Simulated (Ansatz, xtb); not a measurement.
Species: C$_{2}$H$_{5}$O, charge 0, multiplicity 2. It need not be the lowest isomer of its formula. 
Coordinates optimised at B3LYP-D3(BJ)/def2-TZVP (Ansatz, an electronic-structure program):
```xyz
8

C      1.1812    -0.3678     0.0185
C     -0.0012     0.5180    -0.0569
O     -1.2056    -0.1247     0.1002
H     -1.9253     0.5046    -0.0138
H     -0.0012     1.4082    -0.6784
H      2.0981     0.2220    -0.0068
H      1.1724    -0.9524     0.9427
H      1.2203    -1.0859    -0.8147
```
Charge 0, spin multiplicity 2.

Harmonic wavenumbers from GFN2-xTB (xtb, at its own minimum), cm⁻¹: 105, 308, 370, 471, 959, 1014, 1049, 1210, 1242, 1342, 1397, 1457, 1474, 2866, 3009, 3040, 3061, 3576.

Problem. Give the harmonic wavenumbers at B3LYP-D3(BJ)/def2-TZVP (Ansatz, finite differences of forces, unscaled).

Solution. 183, 364, 411, 562, 931, 1023, 1060, 1208, 1273, 1396, 1447, 1464, 1488, 2949, 3042, 3101, 3134, 3814 cm⁻¹. Zero-point energy 41.2 kcal/mol.

Problem. From these and the geometry, give the ideal-gas thermochemistry at 298.15 K and 1 atm (rigid rotor, harmonic oscillator).

Solution. Point group C1, rotational symmetry number 1. Rotational constants 46.36, 9.45, 8.294 GHz. S(trans) 37.34, S(rot) 22.01, S(vib) 5.26, S(elec, spin only) 1.38, S 66.0 cal/(mol K). H(298) - H(0) 3.36 kcal/mol; G - E(el) 24.9 kcal/mol.
